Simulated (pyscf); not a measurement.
HN=SiH–SiH₃ + H₂ → H₂N–SiH: [singlet] + SiH₄ (concerted two-bond exchange; singlet surface; Si–Si, H–H broken, H–N, H–Si formed). PySCF, gas phase, ωB97X-D3(BJ)/def2-SVP geometries. Energies in kcal/mol from the separated reactants.

```
level                   barrier  reaction energy
----------------------  -------  ---------------
ωB97X-D3(BJ)/def2-TZVP      [?]              [?]
PBE/def2-TZVP              23.3            -16.1
r²SCAN/def2-TZVP           25.6            -15.3
B3LYP-D3(BJ)/def2-TZVP     27.7            -18.8
PBE0-D3(BJ)/def2-TZVP      23.4            -18.3
M06-2X/def2-TZVP            [?]            -22.0
```

**Question.** Fill in the missing entries.

**Answer.** 
- ωB97X-D3(BJ)/def2-TZVP, barrier: 27.8
- ωB97X-D3(BJ)/def2-TZVP, reaction energy: -15.9
- M06-2X/def2-TZVP, barrier: 28.9

The functionals in the table span 5.6 kcal/mol in this barrier, from PBE to M06-2X. HN=SiH–SiH₃ lies 28.5 kcal/mol over its isomer :HSi–NH–SiH₃ [singlet] (electronic energy, ωB97M-D3(BJ)/def2-TZVP). This is the saddle that the search found; another between the same sides may lie lower.
